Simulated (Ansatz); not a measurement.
**SiNH3 (SMILES [N][SiH3]): UCCSD(T)/STO-3G**

What is the energy change on altering one bond length of SiNH3 at UCCSD(T)/STO-3G? 

The calculation is run with Ansatz 0.2.0.

51 further runs of the same task are left out: 5 that didn't finish, 46 set aside as unsound or not needed.

## Step 1: Starting point

SiNH3: 5 atoms, total charge 0, spin state triplet. SMILES: `[N][SiH3]`. The shape is that of a GFN2-xTB optimisation.

Bond lengths: N1–Si2 1.655 Å, Si2–H3 1.476 Å, Si2–H4 1.476 Å, Si2–H5 1.476 Å. Angles: N1–Si2–H3 111.3°, N1–Si2–H4 111.1°, N1–Si2–H5 111.1°, H3–Si2–H4 107.7°, H3–Si2–H5 107.7°, H4–Si2–H5 107.7°.

## Step 2: The energy at UCCSD(T)/STO-3G

molecule.yaml

```yaml
crystal:
  periodic: [false, false, false]
  atoms:
    - {symbol: "N", position_ang: [-1.536630, 0.334330, 0.479510]}
    - {symbol: Si, position_ang: [0.010240, -0.002340, -0.003820]}
    - {symbol: H, position_ang: [0.064950, -0.313200, -1.445390]}
    - {symbol: H, position_ang: [0.555100, -1.162980, 0.727210]}
    - {symbol: H, position_ang: [0.906340, 1.144190, 0.242490]}
basis:
  gaussian:
    orbitals: STO-3G
magnetization:
  spin_polarized: true
  initial_magnetization: 2
correlation:
  method: ccsd_t
  frozen_orbitals: {H: 0, "N": 1, Si: 5}
accuracy: high
scf:
  omitted_lower_state_checks: [cluster_reference, increment]
```

The run is started by

```bash
ansatz run molecule.yaml --threads 1 --pin off --max-ram 2610MiB --events-out events.jsonl --progress --plain --runs-dir runs
```

What it wrote (excerpt; [...] marks lines left out):

```text
Warning: RAYON_NUM_THREADS=1 ignored (pool sized by the plan → 1); use --threads N
Functional definition: HF
  name "HF"
[...]
291 factors; integrals over basis functions are off by at most 1.1e-8 eV
[...]
mean field -9279.99503380 eV, -341.0335272857 hartree, gradient 7.0e-8 eV, S^2 2.013992; 0 other end points of the search recorded, 0 dependent functions left out
6 core orbitals not correlated: weight in the atoms' cores, before any rotation towards them, 1.000 or more for the frozen orbitals, at most 0.000 for the correlated occupied ones
reference -9279.99503380 eV, -341.0335272857 hartree; 7, 5 occupied and 4, 6 virtual orbitals, 291 factors
second order -1.33916035 eV of doubles, -0.00000000 eV of singles
cycle   1  -1.75176206 eV  change   -4.1e-1 eV  update   5.5e-2
[...]
cycle  24  -2.01084146 eV  change  -1.4e-10 eV  update  7.2e-10
perturbative correction -0.02116989 eV, -0.0007779791 hartree
Total energy: -9282.02704515 eV, -341.1082023254 hartree
Checks for a lower state left out: cluster_reference, increment
```

Run time: 0.18 s. Hardware: 1 thread of Arm Neoverse V1, shared host.

## Step 3: The distorted shape, same level

run.yaml

```yaml
crystal:
  periodic: [false, false, false]
  atoms:
    - {symbol: N, position_ang: [-1.550309, 0.412055, 0.839951]}
    - {symbol: Si, position_ang: [-0.003439, 0.075385, 0.356621]}
    - {symbol: H, position_ang: [0.064950, -0.313200, -1.445390]}
    - {symbol: H, position_ang: [0.541421, -1.085255, 1.087651]}
    - {symbol: H, position_ang: [0.892661, 1.221915, 0.602931]}
basis:
  gaussian:
    orbitals: STO-3G
magnetization:
  spin_polarized: true
  initial_magnetization: 2
correlation:
  method: ccsd_t
  frozen_orbitals: {H: 0, "N": 1, Si: 5}
accuracy: high
scf:
  omitted_lower_state_checks: [cluster_reference, increment]
```

The run is started by

```bash
ansatz run run.yaml --threads 1 --pin off --max-ram 2610MiB --events-out events.jsonl --progress --plain --runs-dir runs
```

What it wrote (excerpt; [...] marks lines left out):

```text
Warning: RAYON_NUM_THREADS=1 ignored (pool sized by the plan → 1); use --threads N
[... 2 set-up lines as earlier in the session ...]
[...]
291 factors; integrals over basis functions are off by at most 1.4e-8 eV
[...]
mean field -9278.42555111 eV, -340.9758498606 hartree, gradient 4.5e-8 eV, S^2 2.053051; 0 other end points of the search recorded, 0 dependent functions left out
6 core orbitals not correlated: weight in the atoms' cores, before any rotation towards them, 1.000 or more for the frozen orbitals, at most 0.000 for the correlated occupied ones
reference -9278.42555111 eV, -340.9758498606 hartree; 7, 5 occupied and 4, 6 virtual orbitals, 291 factors
second order -1.53006147 eV of doubles, -0.00000000 eV of singles
cycle   1  -2.03167461 eV  change   -5.0e-1 eV  update   7.0e-2
[...]
cycle  27  -2.41621882 eV  change   6.2e-12 eV  update  9.8e-10
perturbative correction -0.03059827 eV, -0.0011244658 hartree
Total energy: -9280.87236820 eV, -341.0657687302 hartree
Checks for a lower state left out: cluster_reference, increment
```

It took 0.2 s on 1 thread of Arm Neoverse V1, shared host.

## Step 4: Outcome

Level: UCCSD(T)/STO-3G, 6 core orbitals frozen.

| quantity | value |
| --- | --- |
| first shape: total energy | -341.10820 Eh |
| first shape: correlation energy (6 core orbitals frozen) | -74.7 mEh |
| first shape: (T) correction | -0.78 mEh |
| first shape: ⟨S²⟩ of the reference determinant | 2.014 |
| first shape: T1 diagnostic | 0.009 |
| distorted shape: total energy | -341.06577 Eh |
| distorted shape: correlation energy (6 core orbitals frozen) | -89.9 mEh |
| distorted shape: (T) correction | -1.12 mEh |
| distorted shape: ⟨S²⟩ of the reference determinant | 2.053 |
| distorted shape: T1 diagnostic | 0.017 |
| energy change with the Si2–H3 bond stretched from 1.476 to 1.845 Å | 1.155 eV |

In words: With the Si2–H3 bond stretched from 1.476 to 1.845 Å the energy rises by 1.15 eV (111 kJ/mol). The first shape isn't relaxed at this level, so the change isn't measured from a minimum. The minimal basis adds a large error of its own. The triples (first shape) make up 1.0 % of the correlation energy. The triples (distorted shape) make up 1.3 % of the correlation energy.
